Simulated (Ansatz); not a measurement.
**AlH₆NSi: small, medium and large basis sets**

Aim: see how fast density functionals converge with the basis set for AlH₆NSi.

Program: Ansatz 0.2.0, Gaussian basis. Level of theory: one geometry, several basis sets. These are calculated values, not measurements.

The runs, in order: PBE0-D4/def2-SVP; ωB97M-V/def2-SVP; PBE0-D4/def2-QZVPP; ωB97M-V/def2-QZVPP; the functionals' def2-TZVPP values are taken from earlier runs.

1 further run of the same task is left out (it didn't finish).

## Step 1: Structure used throughout

An earlier PBE0-D4 in a triple-zeta def2 set relaxation fixed the geometry.

SMILES `[AlH2][NH][SiH3]`, 9 atoms, charge 0, spin multiplicity 1.

Atoms are counted from 1 here; the program's logs count them from 0.

Bond lengths: Al1–N2 1.782 Å, Al1–H4 1.580 Å, Al1–H5 1.583 Å, N2–Si3 1.727 Å, N2–H6 1.012 Å, Si3–H7 1.490 Å, Si3–H8 1.485 Å, Si3–H9 1.490 Å. Angles: N2–Al1–H4 118.1°, N2–Al1–H5 117.4°, H4–Al1–H5 124.5°, Al1–N2–Si3 129.3°, Al1–N2–H6 116.1°, Si3–N2–H6 114.6°, N2–Si3–H7 112.2°, N2–Si3–H8 107.4°, N2–Si3–H9 112.2°, H7–Si3–H8 109.0°, H7–Si3–H9 107.1°, H8–Si3–H9 109.0°.

## Step 2: PBE0-D4 in def2-SVP

in.yaml reads:

```yaml
crystal:
  periodic: [false, false, false]
  atoms:
    - {symbol: Al, position_ang: [-0.744372, 0.879581, -1.351800]}
    - {symbol: N, position_ang: [0.325698, 0.550730, 0.035093]}
    - {symbol: Si, position_ang: [0.459878, -0.875611, 0.999152]}
    - {symbol: H, position_ang: [-1.736215, -0.261164, -1.812224]}
    - {symbol: H, position_ang: [-0.632430, 2.302094, -2.037777]}
    - {symbol: H, position_ang: [0.949074, 1.301396, 0.305183]}
    - {symbol: H, position_ang: [1.826873, -1.465949, 0.942145]}
    - {symbol: H, position_ang: [-0.515352, -1.862525, 0.468837]}
    - {symbol: H, position_ang: [0.155248, -0.614854, 2.434291]}
basis:
  gaussian: {orbitals: def2-SVP}
hamiltonian: {xc: pbe0, dispersion: d4}
output: {orbitals: {seedname: orbitals}}
```

On the command line:

```bash
$ ansatz run in.yaml --threads 2 --pin off --events-out ev --progress --plain --max-ram 4352MiB
```

The runs that follow: ωB97M-V in def2-SVP; PBE0-D4 in def2-QZVPP; ωB97M-V in def2-QZVPP.

Q: Predict the results of all the runs planned. Wanted: PBE0-D4: double and triple zeta above quadruple; ωB97M-V: double and triple zeta above quadruple.

As calculated:

| quantity | value |
| --- | --- |
| PBE0-D4: double and triple zeta above quadruple | 7.61, 0.59 eV |
| ωB97M-V: double and triple zeta above quadruple | 7.69, 0.55 eV |

**Reading.** PBE0-D4 gains 7.02 eV from double to triple zeta, then 0.59 eV more. Total energies overstate the basis error of differences, where much of it tends to cancel. The LUMO of ωB97M-V is positive and keeps falling with the basis (0.87 to 0.34 eV): an unbound level that the basis holds in place.
